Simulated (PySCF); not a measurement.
Simulated outer-valence photoelectron spectrum of `O=CCOC=O`. Computed with EOM-IP-CCSD/aug-cc-pVDZ in PySCF, restricted Hartree–Fock reference, 6 core orbitals frozen, non-relativistic, gas phase, PBE0-D3(BJ)/def2-SVP geometry.

Each root has a Gaussian of 0.3 eV full width with its one-hole share as area; cross sections and vibrations are left out, and the highest printed point is 100.

```
ionisation energy (eV)  intensity
                  10.0          3
                  10.2         59
                  10.4         87
                  10.6         11
                  10.8          0
                  11.0          0
                  11.2         24
                  11.4         99
                  11.6         35
                  11.8          1
                  12.0          7
                  12.2         75
                  12.4         71
                  12.6          6
                  12.8          4
                  13.0         60
                  13.2         86
                  13.4         11
                  13.6          0
                  13.8          0
                  14.0          1
                  14.2         30
                  14.4        100
                  14.6         28
                  14.8          4
                  15.0         55
                  15.2         88
                  15.4         39
                  15.6        100
                  15.8         32
                  16.0          5
                  16.2         65
                  16.4         81
                  16.6          9
```

Q: Where are the maxima, and how many lines lie under the curve?

A: 8 maxima, at 10.3, 11.4, 12.3, 13.1, 14.4, 15.1, 15.6 and 16.3 eV, from 8 lines.

Q: List the lines with their holes.

A: 
| E (eV) | leading hole (HF orbital) | area | Koopmans (eV) |
| --- | --- | --- | --- |
| 10.33 | HOMO | 0.95 | 11.85 |
| 11.42 | HOMO-1 | 0.95 | 13.24 |
| 12.30 | HOMO-2 | 0.94 | 13.86 |
| 13.13 | HOMO-3 | 0.95 | 14.11 |
| 14.40 | HOMO-4 | 0.94 | 15.79 |
| 15.14 | HOMO-5 | 0.93 | 16.59 |
| 15.61 | HOMO-6 | 0.95 | 16.98 |
| 16.32 | HOMO-7 | 0.94 | 18.27 |

The widest gap, 1.27 eV, lies between 13.13 and 14.40 eV. Only orbitals with −ε under 21 eV, eight at most, were ionised, so the high end of the curve may lack lines.

Conformer computed: `[O:1]=[CH:2][CH2:3][O:4][CH:5]=[O:6]`: O1–C2–C3–O4 -164°, C2–C3–O4–C5 -90°, C3–O4–C5–O6 0°.

One conformer stands for the species.
